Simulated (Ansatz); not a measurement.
Species: C3H4, charge 1, doublet. C3H4+ (parent SMILES C#CC, doublet).
B3LYP-D3(BJ)/def2-TZVP minimum from Ansatz (a program for electronic structure):
```xyz
7

C     -1.2082    -0.1470    -0.1356
C      0.1823     0.0036     0.0292
C      1.4078     0.1586     0.1639
H     -1.4579    -0.9690    -0.8144
H     -1.5649     0.7836    -0.6354
H     -1.7356    -0.1960     0.8228
H      2.4675     0.2901     0.2816
```
Charge +1, spin multiplicity 2.

Total energies in cc-pVDZ, 15 correlated electrons, 3 frozen orbitals. Open shells are spin-unrestricted; no spin-orbit coupling. Correlated methods leave the cores frozen. No relativity. The spin of C3H4+ (parent SMILES C#CC, doublet) was assumed, and the state is the lowest solution found for it.

```json
[
 {"method": "HF", "program": "Ansatz", "energy (Eh)": "-115.54593", "minus CCSDT(Q) (mEh)": "401.16"},
 {"method": "MP2", "program": "Ansatz", "energy (Eh)": "-115.89269", "minus CCSDT(Q) (mEh)": "54.39"},
 {"method": "CCSD", "program": "Ansatz", "energy (Eh)": "-115.93155", "minus CCSDT(Q) (mEh)": "15.53"},
 {"method": "CCSD(T)", "program": "Ansatz", "energy (Eh)": "-115.94491", "minus CCSDT(Q) (mEh)": "2.17"},
 {"method": "CCSDT(Q)", "program": "Ansatz", "energy (Eh)": "-115.94708", "minus CCSDT(Q) (mEh)": "0.00"}
]
```

Rough core times of Ansatz's runs on a shared machine: CCSD(T) 30 s, CCSDT(Q) 7 min.
